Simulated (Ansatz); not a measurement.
# How far each method lies from full CI for CH$_{2}$⁺, doublet

Geometry: a point of a bend scan, not a stationary point.

```xyz
3

C    -0.1164    0.0000    0.0000
H     0.6937    0.0000   -0.7346
H     0.6937    0.0000    0.7346
```

Basis aug-cc-pVDZ; Ansatz 0.2.0. Correlated methods freeze the noble-gas cores, which leaves 5 electrons in 40 orbitals. Prefix R: restricted or restricted open-shell reference; prefix U: unrestricted. Active spaces: pair = (3e, 3o) about the gap; valence = (5e, 6o) chosen from the atoms' valence shells.

Full CI is exact within this basis and frozen core; it isn't the basis-set limit. The frozen core follows each run's orbitals, which can shift R against U totals by a few meV.

For open shells CISD is restricted-active-space CI with the open shells as a complete middle space.

- UHF ⟨S²⟩: 0.755
- T1 diagnostic (RCCSD): 0.0148
- largest doubles amplitude (RCCSD): 0.058
- T1 diagnostic (UCCSD): 0.0097

```json
{"level": "UHF", "E − E(RHF) (eV)": "-0.0555"}
{"level": "RMP2", "E − E(RHF) (eV)": "-2.2022"}
{"level": "UMP2", "E − E(RHF) (eV)": "-2.2053"}
{"level": "RCCSD", "E − E(RHF) (eV)": "-2.7904"}
{"level": "UCCSD", "E − E(RHF) (eV)": "-2.7913"}
{"level": "RCCSD(T)", "E − E(RHF) (eV)": "-2.8355"}
{"level": "UCCSD(T)", "E − E(RHF) (eV)": "-2.8356"}
```

(1) Estimate how far full CI in aug-cc-pVDZ lies from RCCSD(T). The table doesn't fix it; the size of (T) and the diagnostics are the guide.

(1) Full CI in aug-cc-pVDZ lies 1.3 kJ/mol below RCCSD(T), which is 30 % of the (T) step (-4.3 kJ/mol). The diagnostics give no warning, yet the rest is a sizeable part of (T).

The other levels:

| level | E − E(full CI) (kJ/mol) | share of correlation (%) | wall time |
| --- | --- | --- | --- |
| CISD | 10.4 | 96.22 | 0.57 s |
| BCCD(T) | 1.3 | 99.53 | 0.87 s |
| RCCSDT | 0.1 | 99.95 | – |
| UCCSDT | 0.1 | 99.96 | – |
| RCCSDT(Q) | 0.0 | 99.99 | 9.5 s |
| UCCSDT(Q) | 0.0 | 100.00 | 9 s |
| CASSCF (pair space) | 227.9 | 17.10 | – |
| NEVPT2 (pair space) | 60.5 | 78.01 | 0.36 s |
| MRCISD (pair space) | 8.5 | 96.89 | – |
| MRCISD+Q (pair space) | -0.3 | 100.12 | 0.51 s |
| CASSCF (valence space) | 146.5 | 46.71 | – |
| NEVPT2 (valence space) | 35.0 | 87.26 | 0.36 s |
| MRCISD (valence space) | 3.7 | 98.66 | – |
| MRCISD+Q (valence space) | 0.5 | 99.82 | 0.75 s |

The correlation energy at full CI, counted from RHF, is -2.849 eV. That run took 15 s on 1 thread of Arm Neoverse V2, shared host over 1,948,494 determinants.

Times hold each run's SCF and search for its determinant on a shared host, so for small cases they say little of a method's own cost; they ran on 1 thread of Arm Neoverse V2.

The full-CI state has the irrep A1 of C2v, in the program's axes.

Natural occupations of full CI about the gap: 1.960 1.951 0.992 0.028 0.022 0.015 0.007 0.006 0.005 0.003; effectively unpaired electrons, Σ n²(2−n)², 1.02.
